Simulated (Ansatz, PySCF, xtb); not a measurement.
Pair of molecules: C2H2 (SMILES C#C) (first 4 atoms) with C2H2 (SMILES C#C); geometry from NCB31 set.
(charge 0, multiplicity 1):
```tsv
atom	x (Å)	y (Å)	z (Å)
C	-0.4125	1.6782	0.0000
C	0.4125	2.5616	0.0000
H	-1.1320	0.8908	0.0000
H	1.1347	3.3458	0.0000
C	0.4125	-1.6782	0.0000
C	-0.4125	-2.5616	0.0000
H	1.1320	-0.8908	0.0000
H	-1.1347	-3.3458	0.0000
```

Counterpoise-corrected where a basis set is named; no monomer relaxation.

Correlated levels freeze the cores.

The values were computed with Ansatz (a first-principles code) with Gaussian orbitals; PySCF for the dispersion terms; xtb for the GFN methods. 

Task: Give the interaction energy at the level GFN2-xTB.

Result: -1.3 kcal/mol
